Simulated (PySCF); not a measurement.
# F₂⁺: a composite coupled-cluster calculation

State: doublet, unpaired electrons π ↑. De refers to F⁺ + F. ROHF-based CCSD(T) in PySCF 2.14 with F cc-pVTZ and F cc-pVQZ (frozen core orbitals: 2; no relativity). Correlation energies are extrapolated as n⁻³ (n = 3, 4), Hartree–Fock as (n+1)·exp(−9√n). CV is the change on freezing 0 orbitals instead, in F cc-pwCVTZ. SR is the spin-free X2C energy in F cc-pVTZ-DK less the non-relativistic one in F cc-pVTZ.

| Level | Re (Å) | ωe (cm⁻¹) | ωexe (cm⁻¹) | αe (cm⁻¹) | De (eV) |
| --- | --- | --- | --- | --- | --- |
| CCSD(T)/TZ | 1.3111 | 1123.1 | 9.15 | 0.0115 | 3.147 |
| CCSD(T)/QZ | 1.3072 | 1123.4 | 8.96 | 0.0117 | 3.257 |
| HF/CBS | 1.2093 | 1588.8 | 7.39 | 0.00925 | -0.937 |
| MP2/CBS | 1.3702 | 782.1 | n/a | 0.0254 | 4.204 |
| CCSD/CBS | 1.2799 | 1242.9 | 8.08 | 0.0107 | 2.847 |
| CCSD(T)/CBS | 1.3049 | 1126.7 | 8.92 | 0.0118 | 3.318 |
| CCSD(T)/CBS+CV | 1.3037 | 1127.6 | 8.93 | 0.0118 | 3.315 |
| CCSD(T)/CBS+CV+SR | 1.3040 | 1127.6 | 8.92 | 0.0118 | 3.314 |

Q: How much is left between CCSD(T)/QZ and the basis-set limit, and how much do the triples give at the limit?

A: CCSD(T)/CBS less CCSD(T)/QZ: -2.3 mÅ in Re, +3.3 cm⁻¹ in ωe and +0.061 eV in De. CCSD(T)/CBS less CCSD/CBS: +25.0 mÅ in Re, -116.2 cm⁻¹ in ωe and +0.471 eV in De.

Q: What do the later terms add?

A: CV: -1.2 mÅ in Re, +0.9 cm⁻¹ in ωe and -0.003 eV in De; SR: +0.3 mÅ in Re, +0.0 cm⁻¹ in ωe and -0.001 eV in De, each against the row above.

The T1 diagnostic is 0.013. The state was picked by a PBE0 search and need not be the measured ground state. Spin–orbit coupling, excitations beyond (T) and corrections to the Born–Oppenheimer picture are left out.

The whole job (state search and all basis sets along the bond) took about 15 min on 4 threads of Arm Neoverse V1 (shared host), peak memory 7.6 GiB.
